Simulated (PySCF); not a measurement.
First SCF of a structure search on singlet S₂H₂, at a hand-made rhombic ring geometry. PySCF input:

```python
from pyscf import gto, scf, dft
mol = gto.M(atom='''
S      0.975900     0.000000     0.000000
S     -0.975900     0.000000     0.000000
H      0.000000     1.046600     0.000000
H      0.000000    -1.046600     0.000000''',
    basis={'S': 'def2-TZVP', 'H': 'def2-TZVP'},
    charge=0, spin=0)
mf = dft.RKS(mol, xc='PBE0')
mf.grids.atom_grid = (50, 194)
aux = {'S': 'def2-universal-JKFIT', 'H': 'def2-universal-JKFIT'}
mf = mf.density_fit(auxbasis=aux)
mf.conv_tol = 1e-08
mf.diis_space = 10
mf.max_cycle = 60
mf.init_guess = 'minao'
mf.verbose = 4
mf.kernel()
```

Excerpt of the output (cycles and frontier levels):

```
init E= -797.784130117736
  HOMO = -0.229837884225454  LUMO = -0.0765310960611793  gap/eV = 4.17169
cycle= 1 E= -797.130643827964  delta_E= 0.653  |g|= 0.22  |ddm|= 1.75
  HOMO = -0.209515013087731  LUMO = -0.0784002532767012  gap/eV = 3.56781
cycle= 2 E= -797.140608469688  delta_E= -0.00996  |g|= 0.13  |ddm|= 0.364
  HOMO = -0.218379245946338  LUMO = -0.0610918143090444  gap/eV = 4.28001
cycle= 3 E= -797.144742782047  delta_E= -0.00413  |g|= 0.0271  |ddm|= 0.13
  HOMO = -0.222890936807843  LUMO = -0.0646659225781647  gap/eV = 4.30552
cycle= 4 E= -797.144903172334  delta_E= -0.00016  |g|= 0.00941  |ddm|= 0.029
  HOMO = -0.221473109408418  LUMO = -0.0634964647052136  gap/eV = 4.29876
cycle= 5 E= -797.144921944631  delta_E= -1.88e-05  |g|= 0.000736  |ddm|= 0.00991
  HOMO = -0.221548430551206  LUMO = -0.0635396032463227  gap/eV = 4.29964
cycle= 6 E= -797.144922028302  delta_E= -8.37e-08  |g|= 6.15e-05  |ddm|= 0.000537
  HOMO = -0.221557426559531  LUMO = -0.0635451908449554  gap/eV = 4.29973
cycle= 7 E= -797.144922029439  delta_E= -1.14e-09  |g|= 5.6e-06  |ddm|= 7.84e-05
  HOMO = -0.221556899652136  LUMO = -0.0635452062661557  gap/eV = 4.29972
Extra cycle  E= -797.144922029447  delta_E= -8.41e-12  |g|= 3.56e-06  |ddm|= 9.44e-06
converged SCF energy = -797.144922029447
```

No lower solution of this spin was found from smeared starts or by a stability analysis within the restricted form, which does not test spin polarisation.

The search for the lowest solution, 3 starts and the stability check together, took 4.4 s on 2 threads of a shared Arm Neoverse V2 host, with 86 basis functions; the process peaked at 0.42 GiB.
